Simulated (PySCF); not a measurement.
# Shifts of the heteroatoms

Mapped SMILES: `[CH2:1]=[CH:2][CH:3]([F:4])[F:5]`; H(Xn) means a hydrogen on atom n. Ha(C1) is cis to C3; Hb(C1) is trans to C3.

How the numbers were obtained: couplings computed with B3LYP/pcJ-1, NMR shieldings at PBE/pcSseg-2/GIAO, structure optimised with PBE0-D3(BJ)/def2-SVP, in PySCF 2.14 (in vacuum, non-relativistic Hamiltonian, a single conformation, averaged over atoms made equivalent by symmetry, fast rotation or ring inversion).

**Question.** Where does 19F resonate?

**Answer.** 
```tsv
atoms	environment	σ (ppm)	δ (ppm)
F4/F5	fluorine of a CF2 group	295.8	-123.3
```

Shieldings were converted by a linear fit to measured shifts: 19F (scatter 2.5 ppm rms, 7.0 ppm with the 2 outliers that the fit left out vs CFCl3, solution or neat liquid, with a term for F on sp3 carbon). Occasional misses reach two or three times the rms, and more in compound classes unlike the fitted ones. Couplings are scaled by factors fitted to measured values: 2J(H,H) × 0.91 (rms 0.6 Hz), 3J(H,H) × 0.91 (rms 0.4 Hz, 0.5 with 2 outliers), 1J(C,F) × 0.77 (rms 7.3 Hz), 2J(C,F) × 1.09 (rms 1.9 Hz, 5.0 with 1 outliers), 3J(C,F) × 1.48 (rms 1.3 Hz); all others are unscaled and can be 10–30 % off.

Couplings (the largest are listed; each averaged over equivalent pairs): 1J(C3,F4) = -233.6 Hz, 2J(F4,F5) = 255.0 Hz, 2J(F4,H(C3)) = 63.6 Hz, 2J(C2,F4) = 22.5 Hz, 3J(C1,F4) = 16.4 Hz, 3J(F4,H(C2)) = 12.2 Hz.

On a 400 MHz spectrometer 19F resonates near 376.4 MHz, so 1 ppm is 376.4 Hz.
